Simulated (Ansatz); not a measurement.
Scan of BGeH₃ (H-bridged), singlet

Starting geometry (PBE0/def2-TZVP stationary point for this spin, not checked as a minimum):

```yaml
atoms:
  - { symbol: Ge, position_ang: [-0.0022, 0.0000, 0.3187] }
  - { symbol: B, position_ang: [-0.0666, 0.0000, -1.6292] }
  - { symbol: H, position_ang: [1.1607, 0.0000, -1.0289] }
  - { symbol: H, position_ang: [-0.1421, -1.0387, -2.2309] }
  - { symbol: H, position_ang: [-0.1421, 1.0387, -2.2309] }
```

From there H5 moves along the line of the two atoms named below, all else staying in place; atoms are numbered as listed. Energies are in kcal/mol, counted from the starting geometry at the same level.

Basis cc-pVDZ; Ansatz 0.2.0. Only valence electrons are correlated (noble-gas cores and the filled d shells of p-block atoms frozen). Prefix R: restricted or restricted open-shell reference. No spin–orbit coupling is included, and no scalar relativity.

Full CI isn't at hand for all of this; RCCSDTQ serves as the reference, and is uncertain by the last step of the cluster series or more.

```tsv
distance B2-H5 (Å)	RCCSD
1.089	5.2
1.203	0.0
1.341	3.3
1.635	24.5
2.268	70.0
```

Question: Estimate the RCCSDTQ curve in cc-pVDZ from this one, knowing how RCCSD errs.

Answer: The computed RCCSDTQ values, in kcal/mol from the starting point, and the error of RCCSD against them:
| distance B2-H5 (Å) | RCCSDTQ | RCCSD less RCCSDTQ |
| --- | --- | --- |
| 1.089 | 5.3 | -0.1 |
| 1.203 | 0.0 | 0.0 |
| 1.341 | 3.2 | 0.1 |
| 1.635 | 23.8 | 0.7 |
| 2.268 | 66.2 | 3.8 |

The error spans 3.9 kcal/mol and is largest, 3.8 kcal/mol, at 2.268 Å.

These errors take the starting point as zero, where RCCSD itself lies 5.2 kcal/mol above RCCSDTQ in total energy. In total energy its miss is smallest, 5.1 kcal/mol, at 1.089 and largest, 9.1 kcal/mol, at 2.268 Å.
